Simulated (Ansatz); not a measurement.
C3H7FO2 (`CC(F)OCO`). The species carries charge 0 and has multiplicity 1. The geometry is a stationary point of PBE0-D4/def2-TZVP. It is one conformer, not always the lowest.

```xyz
13

C    -0.918   -1.520   -0.813
C    -0.154   -0.697    0.180
F     0.806   -1.497    0.790
O     0.480    0.339   -0.479
C     1.011    1.329    0.370
O     0.027    2.122    0.952
H    -1.707   -0.917   -1.265
H    -0.242   -1.866   -1.596
H    -1.367   -2.381   -0.317
H    -0.781   -0.315    0.993
H     1.566    0.874    1.194
H     1.689    1.906   -0.264
H    -0.408    2.623    0.256
```

(1) What is the dipole moment at PBE/def2-TZVPP? (Estimate.)

(2) And with r2SCAN, B3LYP, ωB97M-V? (Best estimate.)

(3) Give the Mulliken charges with PBE, ωB97M-V, r2SCAN in def2-TZVPP. (Best estimate.)

## Answers

(1) The calculation gave: 1.91 D, with components (-1.07, 1.11, -1.13) D in this frame, pointing from negative to positive charge.

(2) Ansatz gave: r2SCAN 1.96 D, B3LYP 1.97 D, ωB97M-V 1.96 D.

(3) Ansatz gave: 
```json
{"atom": "C1", "PBE": "-0.22", "ωB97M-V": "-0.27", "r2SCAN": "-0.11"}
{"atom": "C2", "PBE": "0.19", "ωB97M-V": "0.21", "r2SCAN": "0.29"}
{"atom": "F3", "PBE": "-0.20", "ωB97M-V": "-0.23", "r2SCAN": "-0.24"}
{"atom": "O4", "PBE": "-0.23", "ωB97M-V": "-0.28", "r2SCAN": "-0.30"}
{"atom": "C5", "PBE": "0.07", "ωB97M-V": "0.07", "r2SCAN": "0.23"}
{"atom": "O6", "PBE": "-0.29", "ωB97M-V": "-0.31", "r2SCAN": "-0.35"}
{"atom": "H7", "PBE": "0.08", "ωB97M-V": "0.10", "r2SCAN": "0.04"}
{"atom": "H8", "PBE": "0.09", "ωB97M-V": "0.11", "r2SCAN": "0.05"}
{"atom": "H9", "PBE": "0.09", "ωB97M-V": "0.10", "r2SCAN": "0.05"}
{"atom": "H10", "PBE": "0.05", "ωB97M-V": "0.09", "r2SCAN": "0.04"}
{"atom": "H11", "PBE": "0.09", "ωB97M-V": "0.12", "r2SCAN": "0.06"}
{"atom": "H12", "PBE": "0.10", "ωB97M-V": "0.12", "r2SCAN": "0.05"}
{"atom": "H13", "PBE": "0.18", "ωB97M-V": "0.17", "r2SCAN": "0.20"}
```

B3LYP here is the variant with VWN-RPA as its local correlation; programs differ in this.
